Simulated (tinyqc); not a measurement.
Inside a calculation. Method: Hueckel theory of the pi electrons with the omega technique, for the molecule [CH2-]C=N (SMILES; centres numbered as the heavy atoms are written). One step of it, computed by the program tinyqc.

Task: Omega technique, round 1. h_r = h_r(0) + omega q_r, omega = 1.4, with q_r = z_r - P_rr; 0.7 of the old diagonal is kept.

Hueckel matrix in units of beta (H = alpha + beta A):
```
          1C        2C        3N
1C  0.000000  1.000000  0.000000
2C  1.000000  0.000000  1.000000
3N  0.000000  1.000000  0.470000
```

charge and bond-order matrix P:
```
           1C        2C         3N
1C   1.390338  0.803537  -0.449404
2C   0.803537  0.940934   0.592317
3N  -0.449404  0.592317   1.668727
```

Centres:

| centre | z_r, pi electrons of the neutral centre | h |
|---|---|---|
| 1C | 1 | 0.000000 |
| 2C | 1 | 0.000000 |
| 3N | 1 | 0.470000 |

Give: matrix after round 1.

Result:

matrix after round 1:
```
         1C      2C      3N
1C  -0.1639  1.0000  0.0000
2C   1.0000  0.0248  1.0000
3N   0.0000  1.0000  0.1891
```
